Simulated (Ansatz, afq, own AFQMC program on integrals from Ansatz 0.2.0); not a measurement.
Integrals from Ansatz 0.2.0, then the random walk in our own AFQMC program (afq).

```yaml
crystal:
  periodic: [false, false, false]
  atoms:
    - {symbol: H, position_ang: [-2.140888, 0.000000, 0.000000]}
    - {symbol: H, position_ang: [-1.395888, 0.000000, 0.000000]}
    - {symbol: C, position_ang: [0.237112, 0.000000, 0.000000]}
    - {symbol: H, position_ang: [0.237112, -1.080023, 0.000000]}
    - {symbol: H, position_ang: [0.237112, 0.540011, 0.935327]}
    - {symbol: H, position_ang: [0.237112, 0.540012, -0.935327]}
basis:
  gaussian: {orbitals: cc-pVTZ}
magnetization: {spin_polarized: true, initial_magnetization: 1}
correlation: {method: ccsd_t, electrons: outside_noble_gas, hamiltonian_folder: ham}
```

```sh
$ ansatz run in.yaml --threads 1 --pin off --events-out ev --progress --plain --max-ram 24576MiB --backend cuda --devices 0, --max-vram 18GiB
```

Options of the walk:

```
--method phaseless --trial cisd --walkers 1100 --populations 20 --least-time 60 --time-step 0.005 --steps-per-block 50 --equilibration-blocks 28 --max-blocks 4000 --target-error 0.00018 --factor-cut 1e-05 --start spin_pure --seed 2249 --release-times 0.24,0.51,0.99,1.62,2.4 --release-step 0.03 --release-every 3 --taylor-order 6
```

Times are imaginary, in 1/Eh. The walk had a cap of 238 s. With eight or more populations the least sampling time is a fifth of least-time, and the error comes from their spread.

Output of the walk:

```
orbitals 99  electrons 5 4  factors 536 of 536
reference energy -40.68348874 Eh
CCSD correlation -0.22659089 Eh in 10 cycles, weight of the determinant in the CISD state 0.9172
energy of the start -40.909505 Eh
 block  time / (1/Eh)  mean weight  energy / Eh
     1     0.250  0.9998  -40.908838
     2     0.500  0.9993  -40.911420
     3     0.750  1.0004  -40.913133
     4     1.000  0.9999  -40.914233
     5     1.250  1.0000  -40.915683
    10     2.500  1.0001  -40.916942
    15     3.750  1.0007  -40.917427
    20     5.000  0.9999  -40.916519
    25     6.250  1.0004  -40.915071
    30     7.500  0.9996  -40.916594
    35     8.750  0.9993  -40.916256
    40    10.000  0.9999  -40.916195
    45    11.250  1.0002  -40.916972
    50    12.500  1.0000  -40.916470
    55    13.750  0.9998  -40.915806
    60    15.000  0.9993  -40.916087
    63    15.750  1.0000  -40.917905
    65    16.250  0.9996  -40.916927
    70    17.500  0.9998  -40.917166
    75    18.750  0.9999  -40.916295
    78    19.500  1.0002  -40.916166
error from the spread of 20 populations
released: time / (1/Eh)  energy / Eh  error  mean overlap
  0.24  -40.916565  0.000132  0.9981
  0.51  -40.916555  0.000127  0.9988
  0.99  -40.916817  0.000103  0.9842
  1.62  -40.916916  0.000137  0.9840
  2.40  -40.917062  0.000203  0.9686
energy -40.916531 +/- 0.000161 Eh
(rows thinned)
```

The run passed its tests (sampling time, drift between the halves within three errors, error under three times the target), which doesn't prove that it has relaxed.

Against this walk (error 4.4 meV) on the same determinant: CCSD(T) 16.9 meV higher, CCSDT(Q) 3.3 meV lower (within the noise). The error is statistical and leaves out the bias of the constraint. The released energies are still falling (meV from the phaseless value at times in 1/Eh: -1 ± 4 at 0.24, -1 ± 3 at 0.51, -8 ± 3 at 0.99, -10 ± 4 at 1.62, -14 ± 6 at 2.40), so they give no level.

Cautions: constraint bias not in the error.

The walk took 80 s on 1 × NVIDIA H100 80GB HBM3 with 2 threads of AMD EPYC 7R13 Processor (Zen 3) (shared host) (the card was shared). The log's last line is the phaseless energy.

CCSDT and higher add their correlation energy to the determinant of the CCSD(T) run, since their own runs factorise the integrals more tightly (a shift of under 2 meV). A walk keeps the symmetry of its determinant, which the program's search chose and which needn't be the lowest solution, so a lower state of the same spin and another symmetry isn't excluded.
